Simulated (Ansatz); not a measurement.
# FH3Si2: the cost of one run

Computed with Ansatz 0.2.0 through its Python package. Level of theory: CAM-B3LYP/def2-TZVP.

## Step 1: The structure

Bond lengths: F1–Si2 1.686 Å, Si2–Si3 2.234 Å, Si3–H4 1.471 Å, Si3–H5 1.471 Å, Si3–H6 1.470 Å. Angles: F1–Si2–Si3 109.4°, Si2–Si3–H4 109.4°, Si2–Si3–H5 109.4°, Si2–Si3–H6 109.5°, H4–Si3–H5 109.5°, H4–Si3–H6 109.5°, H5–Si3–H6 109.5°.

fh3si2.xyz, read by the script:

```xyz
6

F     2.52870    0.27750    0.35850
Si    1.42710   -0.75840   -0.38740
Si   -0.64800   -0.00410   -0.04870
H    -0.77730    1.34500   -0.61930
H    -0.92040    0.04650    1.39550
H    -1.61010   -0.90650   -0.69860
```

## Step 2: The script

File fh3si2_tae.py:

```python
"""Energy to split FH3Si2 into its atoms."""

from collections import Counter

import ansatz as az


def energy(molecule, charge=0, unpaired=0):
    calc = molecule.calculation().basis(gaussian="def2-TZVP").functional("cam_b3lyp")
    if charge:
        calc = calc.charge(charge)
    if unpaired:
        calc = calc.spin("collinear", total=unpaired)
    return calc.run(threads=1, pin="off").report["free_energy_ev"]


def main() -> None:
    geometry = az.Crystal.molecule_from_extxyz("fh3si2.xyz")

    # unpaired electrons of the ground-state atoms
    unpaired = {"F": 1, "Si": 2, "H": 1}
    counts = Counter(site.symbol for site in geometry.cartesian_sites)
    atom_energy = {s: energy(az.Crystal.molecule().atom(s, (0, 0, 0)), 0, unpaired[s]) for s in counts}
    whole = energy(geometry, 0, 2)
    for s, e in atom_energy.items():
        print(f"{s:2s} x{counts[s]}  {e:14.5f} eV")
    print(f"FH3Si2: {whole:.5f} eV")
    split = sum(counts[s] * e for s, e in atom_energy.items()) - whole
    print(f"atomisation energy (no zero-point term): {split:.3f} eV, {split / sum(counts.values()):.3f} eV an atom")


if __name__ == "__main__":
    main()
```

## Step 3: The calls as engine input

The package turns the script's settings into the engine's input (first run):

```yaml
crystal:
  periodic: [false, false, false]
  atoms:
    - { symbol: F, position_ang: [0.0, 0.0, 0.0] }
basis:
  gaussian:
    orbitals: def2-TZVP
hamiltonian:
  xc: cam_b3lyp
magnetization:
  spin_polarized: true
  initial_magnetization: 1.0
```

## Step 4: The run

On the command line:

```bash
> python fh3si2_tae.py
```

What time and memory should one allow on 1 thread of Arm Neoverse V1, shared host?

About 9.6 s, with a peak of 0.35 GiB.
